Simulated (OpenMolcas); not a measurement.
# quartet SiH3S: levels of theory compared

We compute a comparison of 6 runs (UHF/STO-3G, UB3LYP/STO-3G, UM06-2X/STO-3G, UPBE0/STO-3G, USVWN5/STO-3G, ROMP2/STO-3G) of quartet SiH3S. 

The calculation is run with OpenMolcas 26.06.

## Step 1: The structure to begin with

SiH3S has 5 atoms, charge 0, and is taken as a quartet. As SMILES of the parent species, `[SiH3][S]`. Geometry: relaxed at GFN2-xTB. That shape belongs to the parent species and isn't relaxed for this state.

Bond lengths: Si1–S2 2.119 Å, Si1–H3 1.456 Å, Si1–H4 1.457 Å, Si1–H5 1.457 Å. Angles: S2–Si1–H3 107.0°, S2–Si1–H4 106.7°, S2–Si1–H5 106.6°, H3–Si1–H4 112.0°, H3–Si1–H5 112.2°, H4–Si1–H5 111.9°.

## Step 2: The energy at UHF/STO-3G (run 1)

File mol.input:

```
* H3SSi Hartree-Fock
>>> EXPORT MOLCAS_PRINT=2

&GATEWAY
  BasLib=$CurrDir
  Coord
  5
  angstrom
  Si      -0.167770       0.029220      -0.022990
  S        1.896460      -0.340120       0.280510
  H       -0.884570      -0.664450       1.038200
  H       -0.497250      -0.498140      -1.340140
  H       -0.346870       1.473500       0.044420
  Basis=STO-3G
  Group=NoSym

&SEWARD

&SCF
  UHF
  Spin=4
  Thresholds=1e-10 1e-07 1e-07 1e-05
  PrOrbitals=1 1
```

The basis set STO-3G is read from a file made from the Basis Set Exchange's data (not shown).

Started as:

```sh
$ export MOLCAS_MEM=1860
$ pymolcas mol.input > mol.log
```

Standard output:

```text
--- Start Module: gateway ---
[...]
--- Stop Module: gateway /rc=_RC_ALL_IS_WELL_ ---
--- Start Module: seward ---
[...]
      Basis functions           21
--- Stop Module: seward /rc=_RC_ALL_IS_WELL_ ---
--- Start Module: scf ---
[...]
       Convergence after  18 Iterations
[...]
::    Total SCF energy                               -680.2559509466
[...]
      Total spin, S                                     1.5005106928
[...]
      Total electronic charge=   33.000000
      Total            charge=   -0.000000
[...]
      Dipole Moment (debye):
      Origin of the operator (angstrom)=    0.8607   -0.1547    0.1281
                   X=  2.7202E+00               Y= -4.8522E-01               Z=  4.0287E-01           Total=  2.7924E+00
      Quadrupole Moment (debye*angstrom):
[...]
--- Stop Module: scf /rc=_RC_ALL_IS_WELL_ ---
[...]
```

Run time: 1.6 s. Hardware: 1 thread of Arm Neoverse V2, shared host; peak memory 0.37 GiB.

## Step 3: The energy at UB3LYP/STO-3G (run 2)

File mol.inp:

```
* H3SSi Kohn-Sham DFT

&gateway
 baslib=$CurrDir
 coord
 5
 angstrom
 Si      -0.167770       0.029220      -0.022990
 S        1.896460      -0.340120       0.280510
 H       -0.884570      -0.664450       1.038200
 H       -0.497250      -0.498140      -1.340140
 H       -0.346870       1.473500       0.044420
 basis=STO-3G
 group=NoSym

&seward
 gridinput
 Grid=UltraFine
 End of Grid

&scf
 uhf
 spin=4
 ksdft=B3LYP
 thresholds=1e-10 1e-07 1e-07 1e-05
 prorbitals=1 1
```

The basis set STO-3G is read from a file made from the Basis Set Exchange's data (not shown).

Started as:

```sh
$ export MOLCAS_MEM=1860
$ pymolcas mol.inp > mol.log
```

Standard output:

```text
--- Start Module: gateway ---
[...]
--- Stop Module: gateway /rc=_RC_ALL_IS_WELL_ ---
--- Start Module: seward ---
[...]
      Basis functions           21
--- Stop Module: seward /rc=_RC_ALL_IS_WELL_ ---
--- Start Module: scf ---
[...]
       Convergence after  16 Iterations
[...]
::    Total KS-DFT energy                            -681.4078422705
[...]
      Total spin, S                                     1.5000225054
[...]
      Total electronic charge=   33.000000
      Total            charge=   -0.000000
[...]
      Dipole Moment (debye):
      Origin of the operator (angstrom)=    0.8607   -0.1547    0.1281
                   X=  2.2930E+00               Y= -4.0744E-01               Z=  3.3717E-01           Total=  2.3532E+00
      Quadrupole Moment (debye*angstrom):
[...]
--- Stop Module: scf /rc=_RC_ALL_IS_WELL_ ---
[...]
```

It took 6.9 s on 1 thread of Arm Neoverse V2, shared host; peak memory 0.37 GiB.

Runs 3 to 5 aren't shown in full; the table further down has their settings and results.

## Step 4: The energy at ROMP2/STO-3G (run 6)

File mol.input:

```
&GATEWAY
 BasLib
 $CurrDir
 Coord
 5
 angstrom
 Si      -0.167770       0.029220      -0.022990
 S        1.896460      -0.340120       0.280510
 H       -0.884570      -0.664450       1.038200
 H       -0.497250      -0.498140      -1.340140
 H       -0.346870       1.473500       0.044420
 Basis
 STO-3G
 Group
 NoSym

&SEWARD

&SCF
 UHF
 Spin
 4
 Thresholds
 1e-10 1e-07 1e-07 1e-05
 PrOrbitals
 1 1

&RASSCF
 FileOrb
 $Project.UnaOrb
 Spin
 4
 Nactel
 3 0 0
 Inactive
 15
 Ras2
 3
 OutOrbitals
 Canonical
 OrbListing
 Nothing

&CASPT2
 IPEA
 0.0
 Frozen
 10
```

The basis set STO-3G is read from a file made from the Basis Set Exchange's data (not shown).

Started as:

```sh
$ export MOLCAS_MEM=1860
$ pymolcas mol.input > mol.log
```

Standard output:

```text
--- Start Module: gateway ---
[...]
--- Stop Module: gateway /rc=_RC_ALL_IS_WELL_ ---
[...]
      Basis functions           21
[...]
       Convergence after  18 Iterations
[...]
::    Total SCF energy                               -680.2559509466
[...]
      Total spin, S                                     1.5005106928
[...]
--- Start Module: rasscf ---
[...]
      Number of active orbitals                  3
[...]
      Spin quantum number                      1.5
[...]
      Active orbitals                            3
[...]
      Number of CSFs                             1
[...]
      Number of root(s) required                 1
[...]
      Convergence after  7 iterations
[...]
      printout of CI-coefficients larger than  0.05 for root  1
      energy=    -680.255606
      conf/sym  111     Coeff  Weight
             1  uuu   1.00000 1.00000
      Natural orbitals and occupation numbers for root  1
      sym 1:   1.000000   1.000000   1.000000
      ************************************************************************************************************************
      *                                                    Final results                                                     *
[...]
::    RASSCF root number  1 Total energy:   -680.25560646
[...]
      Total electronic charge=   33.000000
      Total            charge=   -0.000000
[...]
      Dipole Moment (debye):
      Origin of the operator (angstrom)=    0.8607   -0.1547    0.1281
                   X=  2.7032E+00               Y= -4.8221E-01               Z=  4.0033E-01           Total=  2.7749E+00
      Quadrupole Moment (debye*angstrom):
[...]
--- Stop Module: rasscf /rc=_RC_ALL_IS_WELL_ ---
--- Start Module: caspt2 ---
[...]
 ###    WARNING: User changed nr of frozen orbitals.                         ###
 ###############################################################################
[...]
      E2 (Variational):          -0.0377955794
      Total energy:            -680.2934020382
[...]
      Reference weight:           0.98010
[...]
::    CASPT2 Root  1     Total energy:   -680.29340204
[...]
--- Stop Module: caspt2 /rc=_RC_ALL_IS_WELL_ ---
[...]
```

It took 2.2 s on 1 thread of Arm Neoverse V2, shared host; peak memory 0.37 GiB.

## Step 5: Overview of the runs

```csv
run,level,integration grid,frozen core orbitals,energy (Eh),dipole moment (D),⟨S²⟩,wall time
1,UHF/STO-3G,–,–,-680.255951,2.79,3.752,1.6 s
2,UB3LYP/STO-3G,UltraFine,–,-681.407842,2.35,3.750,6.9 s
3,UM06-2X/STO-3G,UltraFine,–,-681.422363,2.57,3.750,9 s
4,UPBE0/STO-3G,UltraFine,–,-681.153333,2.38,3.750,6.3 s
5,USVWN5/STO-3G,UltraFine,–,-678.764962,1.85,3.750,4.8 s
6,ROMP2/STO-3G,–,10,-680.293402,–,–,2.2 s
```

## Step 6: Results

| quantity | value |
| --- | --- |
| run 6: total energy | -680.29340 Eh |

In words: Over runs 1, 2, 3, 4, 5 the dipole moment (its size) runs from 1.85 D (USVWN5/STO-3G) to 2.79 D (UHF/STO-3G). Totals of different functionals can't be ranked against each other. In runs 1, 2, 3, 4, 5, 6 the basis is minimal, so the values are rough. All runs together took 31 s, the longest 9 s.
